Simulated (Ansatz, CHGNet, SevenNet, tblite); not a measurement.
## Ladder of methods for the TA phonon frequency at X of zinc-blende GaP

Reference value: 105 cm⁻¹ (measured, 4 K, no zero-point or thermal correction; as tabulated in Ioffe Institute, NSM Archive: GaP, mechanic properties page).

Q: What do GFN2-xTB, CHGNet 0.3.0, CHGNet-r²SCAN, SevenNet-l3i5, LDA, PBE, r²SCAN give, and how far is each from the reference?

A: 
```tsv
level (code)	value (cm⁻¹)	cell (Å³/atom)	difference (%)
GFN2-xTB (tblite)	38	22.99	-64
CHGNet 0.3.0 (CHGNet)	74	20.82	-30
CHGNet-r²SCAN (CHGNet)	97	20.32	-7.6
SevenNet-l3i5 (SevenNet)	101	20.86	-3.8
LDA (Ansatz)	101	19.59	-3.8
PBE (Ansatz)	102	20.87	-2.9
r²SCAN (Ansatz)	109	20.25	+3.8
```

Nearest, and too close to rank with a margin of 3.0 % (twice that across the reference) picked here for doubts on the reference and the settings, and for temperature and zero-point motion: PBE (-2.9 %), SevenNet-l3i5 (-3.8 %), LDA (-3.8 %), r²SCAN (+3.8 %). GFN2-xTB (-64 %) misses by most. Within 5 %: SevenNet-l3i5, LDA, PBE, r²SCAN.

The measured value isn't corrected to a static lattice, so vibrations enter the comparison.  GFN2-xTB: the method was fitted mainly to molecules. GFN2-xTB: the run uses a supercell at the zone centre in place of a k mesh. Each level is taken at its own relaxed cell. Cutoffs differ between the levels. Ansatz's density-functional and Hartree–Fock values are scalar-relativistic unless marked +SOC, with PAW data made under PBE.

Machine-learned potentials (CHGNet 0.3.0, CHGNet-r²SCAN, SevenNet-l3i5) are trained on DFT data, which may include these solids.

Differences are worked out from the printed values.

Ansatz is a program for electronic structure.
